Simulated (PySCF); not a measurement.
C3H5NO.
SMILES with atom numbers: `[CH3:1]/[N:2]=[CH:3]/[CH:4]=[O:5]` (hydrogens: H6, H7, H8 on C1; H9 on C3; H10 on C4)

Level of theory: PBE0-D3(BJ)/def2-SVP geometry optimisation, gas phase (PySCF).

(1) Give the optimised bond lengths and angles.

Answers

(1) 
| bond | length (Å) | order |
| --- | --- | --- |
| C1–N2 | 1.431 | single |
| N2=C3 | 1.267 | double |
| C3–C4 | 1.486 | single |
| C4=O5 | 1.203 | double |
| C1–H6, C1–H7, C1–H8 | 1.104 | single |
| C3–H9 | 1.109 | single |
| C4–H10 | 1.118 | single |

Bonds in one row agree within 0.01 Å and their mean is given. Orders are formal, as drawn. A selection of angles:
| angle | degrees |
| --- | --- |
| N2–C1–H6 | 108.9 |
| N2–C1–H7 | 114.5 |
| H6–C1–H7 | 109.1 |
| H6–C1–H8 | 105.9 |
| C1–N2–C3 | 119.3 |
| N2–C3–C4 | 118.9 |
| N2–C3–H9 | 124.6 |
| C4–C3–H9 | 116.5 |
| C3–C4–O5 | 123.3 |
| C3–C4–H10 | 113.6 |
| O5–C4–H10 | 123.2 |

Torsions: C1–N2–C3–C4 180° (antiperiplanar); N2–C3–C4–O5 180° (antiperiplanar).

The 2 C–N bonds span 1.267 Å (N2=C3, drawn double) to 1.431 Å (C1–N2, drawn single), a spread of 0.164 Å. The 5 heavy atoms lie in one plane (0.001 Å rms). Of the pairs four or more bonds apart, H7···H9 is among the closest relative to their van der Waals radii: 2.30 Å, 96 % of the sum of Bondi's values.

Point group: Cs (tolerance 0.08 Å). Not checked by PBE0-D3(BJ)/def2-SVP frequencies. One conformer, not necessarily the lowest.
